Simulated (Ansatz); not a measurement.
**H2S ··· SiNH5**

The pair of H2S (SMILES S, atoms 1–3) and SiNH5 (SMILES [SiH3]N, atoms 4–10), both closed shells, in one local arrangement (a lower one may exist), relaxed at PBE0-D4/def2-TZVP:

```
10
angstrom
S 0.2190 0.1825 -2.9265
H -0.2705 0.2847 -1.6686
H 1.4477 0.5585 -2.5415
Si 0.2947 -0.5260 1.2546
N -0.9069 0.4224 0.4431
H 0.1334 -1.9276 0.7967
H 1.6242 0.0060 0.8617
H 0.2173 -0.5077 2.7441
H -0.9007 1.4221 0.5832
H -1.8583 0.0850 0.4532
```

Program: Ansatz 0.2.0. Basis: def2-TZVPPD, with def2-QZVPPD for the basis limit. Cores are frozen in the correlated methods. B3LYP uses VWN-RPA correlation. Extrapolation: Hartree–Fock as exp(−7.88 √X), correlation as X^−2.97. Interaction energies count from these two fragments, frozen as in the pair, with the counterpoise correction; negative means bound.

Q: What is the interaction energy by CCSD(T) at an estimated basis limit (MP2 extrapolated from triple and quadruple zeta, plus CCSD(T) − MP2 in triple zeta)? (To be estimated.)

A: By the calculation: -2.77 kcal/mol. Hartree–Fock alone gives 0.30 kcal/mol at the basis limit, so without correlation the pair would not bind at this distance. It counts from the two fragments frozen as in the pair.

The same quantity by other methods in triple zeta, and each one's difference from that estimate:
| method | E_int (kcal/mol) | difference |
| --- | --- | --- |
| PBE-D4 | -3.84 | -1.07 |
| revPBE-D4 | -3.39 | -0.62 |
| BLYP-D4 | -3.25 | -0.48 |
| r2SCAN-D4 | -3.22 | -0.45 |
| B97M-V | -2.79 | -0.02 |
| PBE0-D4 | -3.53 | -0.76 |
| B3LYP-D4 | -3.24 | -0.46 |
| HSE06-D4 | -3.52 | -0.75 |
| wB97X-V | -2.70 | 0.08 |
| wB97M-V | -2.61 | 0.16 |
| B2PLYP | -1.87 | 0.90 |
| HF | 0.29 | 3.06 |
| MP2 | -2.67 | 0.10 |
| CCSD | -1.87 | 0.91 |
| CCSD(T) | -2.35 | 0.43 |
Differences are method less estimate.

Q: Which atoms make the shortest contact between the fragments?

A: H2 and N5, 2.21 Å apart.

Basis-set superposition shift (counterpoise-corrected less uncorrected): CCSD(T) 0.57; MP2 0.57; HF 0.09; PBE0-D4 0.10; wB97M-V 0.11 kcal/mol.

T1 diagnostic: at most 0.011.

For scale, one of the runs: CCSD(T)/def2-TZVPPD, 255 basis functions, launched by `ansatz run in.yaml --threads 4 --pin off --events-out ev --progress --plain --max-ram 9574MiB`. Hardware: 4 CPU threads of an AMD EPYC 7B13, shared host. Wall time 57 s; peak host memory 5.3 GiB.
